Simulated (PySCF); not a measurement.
Gas-phase reaction: 2 HPO3 + H = 2 HPO2 + HO2

Computed with PySCF and rigid-rotor harmonic-oscillator thermochemistry at 1 bar. † marks an energy on the PBE0/def2-TZVP geometry and frequencies; other levels use their own. 6-31G* has spherical d functions here. Open shells (unrestricted): H (multiplicity 2), HO2 (multiplicity 2); the rest are closed-shell singlets. B3LYP is the form with VWN-RPA correlation. HPO3, HPO2: computed as isolated molecules; such fragments, hydroxides, amides, oligomers or adducts are transient or little studied in the gas. The harmonic model lacks anharmonicity and excited electronic states, which grow with temperature; levels with a mode under 35 cm⁻¹ are left out. Internal rotation in HPO3, HPO2 is treated as a harmonic vibration of one conformer, which makes the entropy rough.

```tsv
level	ΔE electronic, kJ	ΔH°(298 K), kJ	ΔS°(298 K), J/K	ΔG°(1400 K), kJ
B3LYP/def2-TZVP†	221	230	79	135
BLYP/def2-TZVP†	198	207	79	112
HF/6-31G*	190	201	80	104
PBE/def2-TZVP†	235	244	79	149
PBE0/def2-SVP†	165	174	79	80
PBE0/def2-TZVP	255	264	79	169
ωB97M-V/def2-TZVP†	240	249	79	154
ωB97X-V/def2-TZVP†	248	257	79	163
```
ΔH° is lowest at PBE0/def2-SVP† and highest at PBE0/def2-TZVP. No reference value is set beside these.
